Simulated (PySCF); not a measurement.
Coordinates in bohr (charge -1 multiplicity 1):
```
B     0.0000    0.0000    0.0000
O     2.3830    0.0000    0.0000
O    -2.3830    0.0000    0.0000
```

Level of theory: PBE0/[B def2-TZVPD, O def2-TZVPD], no relativity, density fitting, PySCF.

This geometry of BO₂⁻ is a stationary point at this level.

Question: What is the point group?

Answer: D∞h.

Question: Is it a minimum?

Answer: Yes: all harmonic wavenumbers are real.

Question: List the harmonic modes with their infrared intensities.

Answer: 
| symmetry | ω (cm⁻¹) | IR (km/mol, summed over degenerate members) |
| --- | --- | --- |
| πu | 596 | 79.2 |
| σg+ | 1106 | 0.0 |
| σu+ | 1977 | 732 |

Question: What are the dipole moment and the gap between the highest occupied and lowest empty levels?

Answer: 0.00 D about the centre of mass and 5.81 eV.

In D∞h the vibrations span πu + σg+ + σu+. The σg+ mode carries no infrared intensity, as symmetry demands. With a centre of inversion only u modes can be infrared active and only g modes Raman active.

Other isomers or separated fragments may lie lower. The lowest empty level of this anion is unbound, so it and the gap depend on the basis.
